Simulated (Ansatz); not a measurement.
A made-up structure of H3S2O (charge +1), singlet:

S1  (-0.931, -0.778, -1.237)
O2  (0.370, -0.359, -0.056)
S3  (0.875, 0.689, 1.326)
H4  (-1.732, -0.100, -1.385)
H5  (1.093, -1.024, -0.184)
H6  (0.325, 1.571, 1.535)
(Å)

It is relaxed with PBE-D4/def2-SVP and then PBE0-D4/def2-TZVP (Ansatz 0.2.0). Atoms count as bonded within 1.22 times the sum of their covalent radii (H–H: 0.88 Å). The end point is not checked to be a true minimum.

Task: Does its bonding change? (A judgement: the text doesn't fix the answer.)

Result: The calculation gives: No: no bond forms or breaks.

Where it ends: The first stage lowers the energy by 5.98 eV in 8 steps. It ends as H₃S₂O ([SH][OH][SH]), total charge +1:
S1  (-1.073, -1.032, -0.741)
O2  (0.362, -0.278, -0.096)
S3  (0.540, 0.278, 1.547)
H4  (-1.428, 0.080, -1.417)
H5  (1.188, -0.621, -0.482)
H6  (0.409, 1.572, 1.189)
(Å)

Labels in which every atom is bracketed show which atoms are joined, not bond orders.

For scale, one of the runs: PBE0-D4/def2-TZVP relaxation, 123 basis functions, launched by `ansatz run in.yaml --threads 2 --pin off --events-out ev --progress --plain --max-ram 4352MiB`. Hardware: 2 CPU threads of an Arm Neoverse V2, shared host. Wall time about 13 s.
